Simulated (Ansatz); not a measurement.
System: hcp Lu. Method: r²SCAN in Ansatz (plane waves, PAW).

Numerical settings: plane-wave cutoff 600 eV, 12×12×8 k mesh (along the axes of the cell as run), Fermi–Dirac smearing 0.1 eV, finite displacements, scalar-relativistic PAW data made under PBE.

The cell has the measured lattice parameters. Conventional cell: a = 3.5053 Å, b = 3.5053 Å, c = 5.5493 Å, α = 90.00°, β = 90.00°, γ = 120.00°.

Harmonic phonon frequencies (cm⁻¹; i marks an imaginary mode):

```json
[
 {"q point": "Γ", "frequencies": "(withheld)"},
 {"q point": "M", "frequencies": "(withheld)"},
 {"q point": "A", "frequencies": "48 48 48 48 78 78"}
]
```

Task: Complete the blanks.

Result: 
- Γ, frequencies: 0 0 0 67 67 119
- M, frequencies: 59 68 101 103 107 113

No imaginary mode appears at these points.

Note: the cell isn't this level's own, so it is under some stress, which shifts stiffness and frequencies.

Ansatz is a quantum-chemistry and plane-wave program.
